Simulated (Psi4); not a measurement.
# One shape, several levels: triplet Si2H6O

We compute a comparison of 3 runs (U-wB97X/cc-pVDZ, UB3LYP/cc-pVDZ, UBHLYP/cc-pVDZ) of triplet Si2H6O. 

The results are computed with Psi4 1.11.

### 1 Starting point

The species is Si2H6O (9 atoms), meant as a triplet with charge 0. SMILES of the parent species: `[SiH3]O[SiH3]`. Geometry: relaxed at PBE0-D4/def2-TZVP. That shape belongs to the parent species and isn't relaxed for this state.

Bond lengths: Si1–O2 1.634 Å, O2–Si3 1.634 Å, Si1–H4 1.487 Å, Si1–H5 1.483 Å, Si1–H6 1.487 Å, Si3–H7 1.483 Å, Si3–H8 1.486 Å, Si3–H9 1.487 Å. Some angles: Si1–O2–Si3 147.2°, O2–Si1–H4 110.2°, O2–Si1–H5 108.3°, O2–Si1–H6 110.2°, O2–Si3–H7 108.3°, O2–Si3–H8 110.2°, O2–Si3–H9 110.2°, H4–Si1–H5 109.6°, H4–Si1–H6 109.0°, H5–Si1–H6 109.6°.

### 2 Energy and forces at U-wB97X/cc-pVDZ (run 1)

The input, h6osi2.py:

```python
import psi4

psi4.set_memory(2200000000)
psi4.set_num_threads(1)
psi4.set_output_file('psi4.out', False)

mol = psi4.geometry("""
0 3
Si    -0.710290     1.052660    -0.919520
O      0.425550     0.090990    -0.245380
Si     0.775570    -1.038810     0.881750
H     -1.787270     0.226580    -1.525660
H     -0.060640     1.872420    -1.970220
H     -1.306170     1.942760     0.111330
H      2.224270    -1.343130     0.800010
H     -0.009310    -2.275600     0.628780
H      0.448290    -0.527870     2.238910
symmetry c1
""")

psi4.set_options({
    'basis': 'cc-pVDZ',
    'reference': 'uks',
    'puream': True,
    'e_convergence': 1e-09,
    'd_convergence': 1e-08,
    'scf_type': 'pk',
    'dft_radial_points': 99,
    'dft_spherical_points': 590,
    'maxiter': 100,
})

E, wfn = psi4.gradient("WB97X", return_wfn=True)
psi4.oeprop(wfn, "MAYER_INDICES", "QUADRUPOLE", "MULLIKEN_CHARGES")
print('gradient / Eh bohr^-1')
print(E.np.round(6))
print(f'energy = {wfn.energy():.10f} Eh')
```

Launch:

```
$ python h6osi2.py
```

psi4.out:

```text
[...]
  Running in c1 symmetry.
[...]
  Nuclear repulsion =  159.419028914662164
[...]
  Multiplicity = 3
[...]
  Nalpha       = 22
  Nbeta        = 20
[...]
    Number of basis functions: 80
[...]
   @UKS iter   1:  -657.41418834623857   -3.22422e-01   6.60133e-03 ADIIS/DIIS
[...]
   @UKS iter  20:  -657.54634480862899   -1.52340e-11   6.75646e-09 DIIS
[...]
   @S^2 Observed:                2.009724100E+00
[...]
  @UKS Final Energy:  -657.54634480862899
   => Energetics <=
    Nuclear Repulsion Energy =            159.4190289146621637
    One-Electron Energy =               -1225.4560460538159532
    Two-Electron Energy =                 447.4361886064547775
    DFT Exchange-Correlation Energy =     -38.9455162759301672
    Empirical Dispersion Energy =           0.0000000000000000
    VV10 Nonlocal Energy =                  0.0000000000000000
    Total Energy =                       -657.5463448086289873
[...]
  -Total Gradient:
     Atom            X                  Y                   Z
    ------   -----------------  -----------------  -----------------
       1        0.054171299177    -0.057967711655     0.042455417059
       2       -0.041817497245    -0.008199689047     0.024978030375
       3       -0.029964890319     0.060437989061    -0.059558793175
       4        0.005175875889     0.005989032582    -0.000784729129
       5       -0.002558934572     0.000703295075     0.000512284256
       6        0.003570821152    -0.000369983612    -0.006621260601
       7       -0.001242758127    -0.001146023602     0.002109416170
       8        0.007065474310     0.003334836335     0.001512413197
       9        0.005340762851    -0.002851722580    -0.004469523133
[...]
```

Standard output:

```text
gradient / Eh bohr^-1
[[ 0.054171 -0.057968  0.042455]
 [-0.041817 -0.0082    0.024978]
 [-0.029965  0.060438 -0.059559]
 [ 0.005176  0.005989 -0.000785]
 [-0.002559  0.000703  0.000512]
 [ 0.003571 -0.00037  -0.006621]
 [-0.001243 -0.001146  0.002109]
 [ 0.007065  0.003335  0.001512]
 [ 0.005341 -0.002852 -0.00447 ]]
energy = -657.5463448086 Eh
```

Wall time 83 s (1 thread of Intel Xeon at 2.60GHz (Ice Lake), shared host); peak memory 1.4 GiB.

### 3 A single-point energy at UB3LYP/cc-pVDZ (run 2)

The input, job.py:

```python
import psi4

psi4.set_memory('2200 MB')
psi4.set_num_threads(1)
psi4.set_output_file('h6osi2.out', False)

mol = psi4.geometry("""
0 3
Si
O 1 1.633832
Si 2 1.633825 1 147.20398
H 1 1.486506 2 110.17129 3 -62.13544
H 1 1.482573 4 109.61905 2 119.02728
H 1 1.486608 5 109.63374 4 -119.57661
H 3 1.482573 2 108.25491 1 -177.9811
H 3 1.486499 7 109.61973 2 120.20271
H 3 1.486625 7 109.63335 8 119.57622
units angstrom
symmetry c1
no_reorient
no_com
""")

options = {'basis': 'cc-pVDZ', 'reference': 'uks', 'puream': True, 'e_convergence': 1e-09, 'd_convergence': 1e-08, 'scf_type': 'pk', 'dft_radial_points': 99, 'dft_spherical_points': 590, 'maxiter': 100}
psi4.set_options(options)

energy_value, wavefunction = psi4.energy('b3lyp', molecule=mol, return_wfn=True)
psi4.oeprop(wavefunction, 'LOWDIN_CHARGES', 'QUADRUPOLE', 'MAYER_INDICES')
print(f'b3lyp energy: {energy_value:.10f} Eh')
for k, v in sorted(psi4.core.scalar_variables().items()):
    print(f'{k:45s} {v:18.10f}')
```

Launch:

```
$ python job.py
```

h6osi2.out:

```text
[...]
  Running in c1 symmetry.
[...]
  Nuclear repulsion =  159.419023978073994
[...]
  Multiplicity = 3
[...]
  Nalpha       = 22
  Nbeta        = 20
[...]
    Number of basis functions: 80
[...]
   @UKS iter   1:  -657.44793043481206   -7.45305e-02   8.27830e-03 DIIS/ADIIS
[...]
   @UKS iter  17:  -657.65032990888267   -1.43245e-11   7.29626e-09 DIIS
[...]
   @S^2 Observed:                2.006359410E+00
[...]
  @UKS Final Energy:  -657.65032990888267
   => Energetics <=
    Nuclear Repulsion Energy =            159.4190239780739944
    One-Electron Energy =               -1225.6006703953498800
    Two-Electron Energy =                 451.0040198073206739
    DFT Exchange-Correlation Energy =     -42.4727032989273781
    Empirical Dispersion Energy =           0.0000000000000000
    VV10 Nonlocal Energy =                  0.0000000000000000
    Total Energy =                       -657.6503299088826680
[...]
 Multipole Moments:
 ------------------------------------------------------------------------------------
     Multipole            Electronic (a.u.)      Nuclear  (a.u.)        Total (a.u.)
 ------------------------------------------------------------------------------------
 L = 1.  Multiply by 2.5417464519 to convert [e a0] to [Debye]
 Dipole X            :          0.0355667           -0.0006824            0.0348844
 Dipole Y            :          0.8544254           -1.1811058           -0.3266803
 Dipole Z            :          0.2514673           -0.3475759           -0.0961086
 Magnitude           :                                                    0.3423066
 L = 2.  Multiply by 1.3450342976 to convert [e a0^2] to [Debye ang]
 Quadrupole XX       :        -46.7936588           20.9138022          -25.8798567
 Quadrupole XY       :         -0.0272684           -0.0051866           -0.0324550
[...]
```

The script printed:

```text
b3lyp energy: -657.6503299089 Eh
CURRENT ENERGY                                   -657.6503299089
CURRENT REFERENCE ENERGY                         -657.6503299089
DD SOLVATION ENERGY                                 0.0000000000
DFT FUNCTIONAL TOTAL ENERGY                      -657.6503299089
DFT TOTAL ENERGY                                 -657.6503299089
DFT VV10 ENERGY                                     0.0000000000
DFT XC ENERGY                                     -42.4727032989
GRID ELECTRONS ALPHA                               22.0000002082
GRID ELECTRONS BETA                                19.9999999533
GRID ELECTRONS TOTAL                               42.0000001615
NUCLEAR REPULSION ENERGY                          159.4190239781
ONE-ELECTRON ENERGY                             -1225.6006703953
PCM POLARIZATION ENERGY                             0.0000000000
PE ENERGY                                           0.0000000000
SCF ITERATION ENERGY                             -657.6503299089
SCF ITERATIONS                                     17.0000000000
SCF TOTAL ENERGY                                 -657.6503299089
TWO-ELECTRON ENERGY                               451.0040198073
XC GRID RADIAL POINTS                              99.0000000000
XC GRID SPHERICAL POINTS                          590.0000000000
XC GRID TOTAL POINTS                           498534.0000000000
```

Wall time 40 s (1 thread of Intel Xeon at 2.60GHz (Ice Lake), shared host); peak memory 1.4 GiB.

### 4 Energy and gradient at UBHLYP/cc-pVDZ (run 3)

The input, job.json:

```json
{
  "schema_name": "qcschema_input",
  "schema_version": 1,
  "molecule": {
    "schema_name": "qcschema_molecule",
    "schema_version": 2,
    "symbols": ["Si", "O", "Si", "H", "H", "H", "H", "H", "H"],
    "geometry": [-1.34225357, 1.9892391, -1.73764097, 0.80417295, 0.17194618, -0.463701, 1.46561489, -1.9630664, 1.66626601, -3.37745081, 0.42817415, -2.88307956, -0.11459299, 3.53836099, -3.72317621, -2.46830357, 3.67128433, 0.21038321, 4.20326113, -2.53814785, 1.5117998, -0.01759335, -4.30026077, 1.18822199, 0.84714532, -0.99752973, 4.23092672],
    "molecular_charge": 0,
    "molecular_multiplicity": 3,
    "fix_symmetry": "c1",
    "fix_com": true,
    "fix_orientation": true
  },
  "driver": "gradient",
  "model": {
    "method": "bhhlyp",
    "basis": "cc-pVDZ"
  },
  "keywords": {
    "reference": "uks",
    "puream": true,
    "e_convergence": 1e-09,
    "d_convergence": 1e-08,
    "scf_type": "pk",
    "dft_radial_points": 99,
    "dft_spherical_points": 590,
    "maxiter": 100,
    "scf_properties": ["QUADRUPOLE", "MULLIKEN_CHARGES", "MAYER_INDICES"]
  }
}
```

Launch:

```
$ psi4 --qcschema job.json -n 1 --memory 2200MB
```

stdout:

```text
[...]
  Running in c1 symmetry.
[...]
  Nuclear repulsion =  159.419028903609188
[...]
  Multiplicity = 3
[...]
  Nalpha       = 22
  Nbeta        = 20
[...]
    Number of basis functions: 80
[...]
   @UKS iter   1:  -657.40059412024129   -2.27676e-01   6.76761e-03 ADIIS/DIIS
[...]
   @UKS iter  19:  -657.54878450163005   -6.02540e-12   9.95666e-09 DIIS
[...]
   @S^2 Observed:                2.013144834E+00
[...]
  @UKS Final Energy:  -657.54878450163005
   => Energetics <=
    Nuclear Repulsion Energy =            159.4190289036091883
    One-Electron Energy =               -1225.3230188232842011
    Two-Electron Energy =                 435.4438341733746256
    DFT Exchange-Correlation Energy =     -27.0886287553297613
    Empirical Dispersion Energy =           0.0000000000000000
    VV10 Nonlocal Energy =                  0.0000000000000000
    Total Energy =                       -657.5487845016301662
[...]
  -Total Gradient:
     Atom            X                  Y                   Z
    ------   -----------------  -----------------  -----------------
       1        0.059496881724    -0.062650200227     0.045674827415
       2       -0.039584746608    -0.007649722014     0.023774972253
       3       -0.031747244393     0.065761154209    -0.064957176638
       4        0.000804572208     0.004438341240    -0.002743620762
       5       -0.001555772339     0.003728532481    -0.002979142651
       6        0.000495024274     0.002781774191    -0.004013273662
       7        0.003125212105    -0.002855586252     0.002697779905
       8        0.004746156000    -0.001102746535     0.002038440294
       9        0.004217708959    -0.002452143955     0.000508322702
[...]
```

Run time: 56 s. Hardware: 1 thread of Intel Xeon at 2.60GHz (Ice Lake), shared host; peak memory 1.4 GiB.

### 5 The series

```csv
run,level,task,energy (Eh),dipole moment (D),HOMO energy (eV),⟨S²⟩,wall time
1,U-wB97X/cc-pVDZ,gradient,-657.546345,0.61,-3.46,2.010,83 s
2,UB3LYP/cc-pVDZ,energy,-657.650330,0.87,-1.75,2.006,40 s
3,UBHLYP/cc-pVDZ,gradient,-657.548785,0.53,-2.35,2.013,56 s
```

### 6 Outcome

| quantity | value |
| --- | --- |
| run 3: total energy | -657.54878 Eh |
| run 3: dipole moment | 0.53 D |
| run 3: HOMO energy (highest over α and β) | -2.35 eV |
| run 3: ⟨S²⟩ | 2.013 |
| run 3: largest force on an atom | 5.026 eV/Å |

In words: The dipole moment (its size) runs from 0.53 D (UBHLYP/cc-pVDZ) to 0.87 D (UB3LYP/cc-pVDZ). Totals of different functionals can't be ranked against each other. All runs together took 3 min, the longest 83 s.
